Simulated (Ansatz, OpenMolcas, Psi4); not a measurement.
How methods differ on SiH2Cl2 (dichlorosilane (DCS))

SiH2Cl2: 5 atoms, total charge 0, spin state singlet. SMILES: `Cl[SiH2]Cl`. The shape is that of a PBE0-D4/def2-TZVP optimisation.

Quantity: the vertical energy of the triplet above the singlet, in eV. The values are calculated.

| level | kind | program | value (eV) | CPU time (all runs) |
| --- | --- | --- | --- | --- |
| SVWN5/6-311+G** | LDA | Ansatz | 6.43 | 38 s |
| revPBE/6-311+G** | GGA | OpenMolcas | 6.53 | 93 s |
| r2SCAN/6-311+G** | meta-GGA | OpenMolcas | 6.88 | 2.9 min |
| M06-2X/6-311+G** | hybrid meta-GGA | OpenMolcas | 7.60 | 1.9 min |
| CAM-B3LYP/6-311+G** | range-separated hybrid | Ansatz | 7.47 | 2.1 min |
| HSE06/6-311+G** | range-separated hybrid | Ansatz | 7.07 | 1.8 min |
| B2PLYP/6-311+G** (density fitting for correlation) | double hybrid | Psi4 | 7.41 | 47 s |
| RPA@PBE0/6-311+G** | RPA | Ansatz | 7.47 | 88 s |
| OMP2/6-311+G** (density fitting for correlation) | perturbation theory | Psi4 | 7.85 | 3.2 min |

The values span 6.43 to 7.85 eV. Times are those of the runs behind each value, whatever else they computed, on shared processors of several kinds: orders of magnitude only.
